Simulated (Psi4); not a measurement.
**CH3BF (SMILES C[B]F) at UCCSD/cc-pVDZ**

Aim: the vertical ionisation energy of CH3BF at UCCSD/cc-pVDZ, from 2 runs. 

Program for the calculation: Psi4 1.11.

1 further run of the same task is left out (it didn't finish).

## Step 1: The system as given

CH3BF: 6 atoms, total charge 0, spin state doublet. SMILES: `C[B]F`. Geometry: relaxed at PBE0-D4/def2-TZVP.

Bond lengths: C1–B2 1.554 Å, B2–F3 1.311 Å, C1–H4 1.094 Å, C1–H5 1.095 Å, C1–H6 1.094 Å. Angles: C1–B2–F3 123.9°, B2–C1–H4 109.5°, B2–C1–H5 112.9°, B2–C1–H6 109.7°, H4–C1–H5 109.3°, H4–C1–H6 105.8°, H5–C1–H6 109.3°.

## Step 2: The energy at UCCSD/cc-pVDZ

The input, job.json:

```json
{
 "schema_name": "qcschema_input",
 "schema_version": 1,
 "molecule": {
  "schema_name": "qcschema_molecule",
  "schema_version": 2,
  "symbols": ["C", "B", "F", "H", "H", "H"],
  "geometry": [-0.57390982, 0.58675996, -0.32824543, 0.54310729, -2.01747161, 0.4450305, 2.80926686, -2.32228443, 1.39707452, -2.31207991, 0.93673724, 0.73604833, 0.74304031, 2.15164217, -0.01814137, -1.12986725, 0.54405215, -2.3190719],
  "molecular_charge": 0,
  "molecular_multiplicity": 2
 },
 "driver": "energy",
 "model": {
  "method": "ccsd",
  "basis": "cc-pVDZ"
 },
 "keywords": {
  "reference": "uhf",
  "scf_type": "pk"
 }
}
```

On the command line:

```
psi4 --qcschema job.json -n 1 --memory 1600MB
```

stdout:

```text
[...]
  Running in c1 symmetry.
[...]
  Nuclear repulsion =   57.584933949482213
[...]
  Multiplicity = 2
[...]
  Nalpha       = 12
  Nbeta        = 11
[...]
    Number of basis functions: 57
[...]
   @UHF iter   1:  -163.66036356014015   -7.72186e-01   6.75323e-03 DIIS/ADIIS
[...]
   @UHF iter  13:  -163.74367098354924   -3.55271e-12   8.02860e-09 DIIS
[...]
   @S^2 Observed:                7.526303031E-01
[...]
    Orbital Energies [Eh]
    ---------------------
    Alpha Occupied:
       1A    -26.313286     2A    -11.222007     3A     -7.681010
       4A     -1.629964     5A     -0.973279     6A     -0.785754
       7A     -0.706538     8A     -0.676222     9A     -0.586283
      10A     -0.559420    11A     -0.545844    12A     -0.340517
    Alpha Virtual:
      13A      0.117262    14A      0.195758    15A      0.245495
      16A      0.246831    17A      0.273298    18A      0.341197
      19A      0.490536    20A      0.499633    21A      0.525045
      22A      0.634883    23A      0.644698    24A      0.739999
      25A      0.783106    26A      0.828363    27A      0.832900
[...]
  @UHF Final Energy:  -163.74367098354924
   => Energetics <=
    Nuclear Repulsion Energy =             57.5849339494822132
    One-Electron Energy =                -339.0983627428955742
    Two-Electron Energy =                 117.7697578098641316
    Total Energy =                       -163.7436709835492366
  UHF NO Occupations:
  HONO-2 :   10  A 1.9997829
  HONO-1 :   11  A 1.9991715
[...]
 Multipole Moments:
 ------------------------------------------------------------------------------------
     Multipole            Electronic (a.u.)      Nuclear  (a.u.)        Total (a.u.)
 ------------------------------------------------------------------------------------
 L = 1.  Multiply by 2.5417464519 to convert [e a0] to [Debye]
 Dipole X            :          3.1990436           -3.5504683           -0.3514248
 Dipole Y            :         -4.1951008            4.5778217            0.3827208
 Dipole Z            :          1.8064456           -1.9948182           -0.1883726
 Magnitude           :                                                    0.5526833
[...]
      * MP2 total energy                      = -164.142111615787826
[...]
      * CCSD total energy                     = -164.167996288876822
[...]
```

The result, in JSON:

```text
{
 "driver": "energy",
 "model": {
  "method": "ccsd",
  "basis": "cc-pVDZ"
 },
 "success": true,
 "return_result": -164.16799628887682,
 "properties": {
  "calcinfo_nbasis": 57,
  "calcinfo_nmo": 57,
  "calcinfo_nalpha": 12,
  "calcinfo_nbeta": 11,
  "calcinfo_natom": 6,
  "nuclear_repulsion_energy": 57.58493394948221,
  "return_energy": -164.16799628887682,
  "scf_one_electron_energy": -339.0983627428956,
  "scf_two_electron_energy": 117.76975780986413,
  "scf_dipole_moment": [-0.3514247761420064, 0.38272081739241326, -0.18837256128728663],
  "scf_total_energy": -163.74367098354924,
  "scf_iterations": 13,
  "mp2_same_spin_correlation_energy": -0.10042360017040705,
  "mp2_opposite_spin_correlation_energy": -0.29801703206727664,
  "mp2_singles_energy": -1.7125012334850613e-28,
  "mp2_doubles_energy": -0.39844063223768367,
  "mp2_correlation_energy": -0.39844063223768367,
  "mp2_total_energy": -164.14211161578783,
  "ccsd_same_spin_correlation_energy": -0.09300343842327835,
  "ccsd_opposite_spin_correlation_energy": -0.3313218669033994,
  "ccsd_singles_energy": -1.412148505931064e-17,
  "ccsd_doubles_energy": -0.4243253053266777,
  "ccsd_correlation_energy": -0.4243253053266777,
  "ccsd_total_energy": -164.16799628887682,
  "ccsd_iterations": 15
 }
}
```

Wall time 19 s (1 thread of Intel Xeon Platinum 8259CL at 2.50GHz (Skylake/Cascade Lake), shared host); peak memory 0.3 GiB.

## Step 3: The singlet cation, same level

The input, calc.dat:

```
memory 1600 MB

molecule {
  1 1
  C     -0.57390982     0.58675996    -0.32824543
  B      0.54310729    -2.01747161     0.44503050
  F      2.80926686    -2.32228443     1.39707452
  H     -2.31207991     0.93673724     0.73604833
  H      0.74304031     2.15164217    -0.01814137
  H     -1.12986725     0.54405215    -2.31907190
  units au
}

set basis cc-pVDZ
set reference uhf
set scf_type pk

energy('ccsd')
```

On the command line:

```
psi4 -i calc.dat -o calc.out -n 1
```

calc.out:

```text
[...]
  Running in c1 symmetry.
[...]
  Nuclear repulsion =   57.584933949482213
[...]
  Multiplicity = 1
[...]
  Nalpha       = 11
  Nbeta        = 11
[...]
    Number of basis functions: 57
[...]
   @UHF iter   1:  -163.33723418167963   -4.49057e-01   7.21961e-03 ADIIS/DIIS
[...]
   @UHF iter  12:  -163.44182954263326   -1.30740e-12   4.65355e-09 DIIS
[...]
   @S^2 Observed:               -3.552713679E-14
[...]
    Orbital Energies [Eh]
    ---------------------
    Alpha Occupied:
       1A    -26.635176     2A    -11.495246     3A     -8.084455
       4A     -1.932996     5A     -1.233196     6A     -1.077909
       7A     -0.978121     8A     -0.977247     9A     -0.838243
      10A     -0.808171    11A     -0.803940
    Alpha Virtual:
      12A     -0.260950    13A     -0.158172    14A     -0.002232
      15A      0.020603    16A      0.044499    17A      0.060639
      18A      0.114365    19A      0.211849    20A      0.247149
      21A      0.265236    22A      0.381299    23A      0.400179
      24A      0.480419    25A      0.528752    26A      0.569071
[...]
  @UHF Final Energy:  -163.44182954263326
   => Energetics <=
    Nuclear Repulsion Energy =             57.5849339494822132
    One-Electron Energy =                -332.3241277295387022
    Two-Electron Energy =                 111.2973642374232384
    Total Energy =                       -163.4418295426332577
  UHF NO Occupations:
  HONO-2 :    9  A 2.0000000
  HONO-1 :   10  A 2.0000000
[...]
 Multipole Moments:
 ------------------------------------------------------------------------------------
     Multipole            Electronic (a.u.)      Nuclear  (a.u.)        Total (a.u.)
 ------------------------------------------------------------------------------------
 L = 1.  Multiply by 2.5417464519 to convert [e a0] to [Debye]
 Dipole X            :          2.2525029           -3.5504683           -1.2979655
 Dipole Y            :         -4.7489049            4.5778217           -0.1710832
 Dipole Z            :          1.4943382           -1.9948182           -0.5004800
 Magnitude           :                                                    1.4015934
[...]
      * MP2 total energy                      = -163.845876888869839
[...]
      * CCSD total energy                     = -163.868414820731829
[...]
```

Wall time 17 s (1 thread of Intel Xeon Platinum 8259CL at 2.50GHz (Skylake/Cascade Lake), shared host); peak memory 0.29 GiB.

## Step 4: Summary of results

At UCCSD/cc-pVDZ:

| quantity | value |
| --- | --- |
| doublet CH3BF: total energy | -164.16800 Eh |
| doublet CH3BF: HOMO energy (Hartree–Fock orbitals) (highest over α and β) | -9.27 eV |
| doublet CH3BF: LUMO energy (Hartree–Fock orbitals) (lowest over α and β) | 3.19 eV |
| doublet CH3BF: correlation energy | -424.3 mEh |
| doublet CH3BF: ⟨S²⟩ of the reference determinant | 0.753 |
| doublet CH3BF: T1 diagnostic | 0.018 |
| singlet cation: total energy | -163.86841 Eh |
| singlet cation: HOMO energy (Hartree–Fock orbitals) | -21.88 eV |
| singlet cation: LUMO energy (Hartree–Fock orbitals) | -7.10 eV |
| singlet cation: HOMO–LUMO gap (Hartree–Fock orbitals) | 14.78 eV |
| singlet cation: correlation energy | -426.6 mEh |
| singlet cation: T1 diagnostic | 0.024 |
| vertical ionisation energy (to the singlet cation) | 8.152 eV |

The vertical ionisation energy comes to 8.15 eV (787 kJ/mol). Only the singlet of the ionised species was computed; a triplet could lie lower. The T1 diagnostic (singlet cation) of 0.024 is above the customary mark for such species, so a single reference may not serve.
